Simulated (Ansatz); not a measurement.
Consider the formal loss of a carbene: `FCF` → `F[C]F` + H₂.

Program: Ansatz. Geometries: PBE0-D4/def2-TZVP. ΔE: electronic, gas phase. CBS: def2 TZ/QZ extrapolation, frozen cores. Functionals use def2-TZVPP.

```json
{"species": "`FCF`", "PBE energy (Eh)": "-238.85181"}
{"species": "`F[C]F`", "PBE energy (Eh)": "-237.57493"}
{"species": "H₂", "PBE energy (Eh)": "-1.16614"}
```

(1) Work out ΔE.

Largest T1 diagnostic among the species: 0.017.

Answers

(1) ΔE = (-237.57493) + (-1.16614) − (-238.85181) = 0.11074 Eh = +290.7 kJ/mol. CCSD(T)/CBS gives +292.7 kJ/mol.

In def2-TZVPP, CCSD(T) changes the Hartree–Fock value by +4.4 kJ/mol (the triples alone add −5.2 kJ/mol) and MP2 by +22.2 kJ/mol. From PBE to PBE0 (25 % exact exchange), in def2-TZVPP and without D4, ΔE moves by +17.5 kJ/mol.
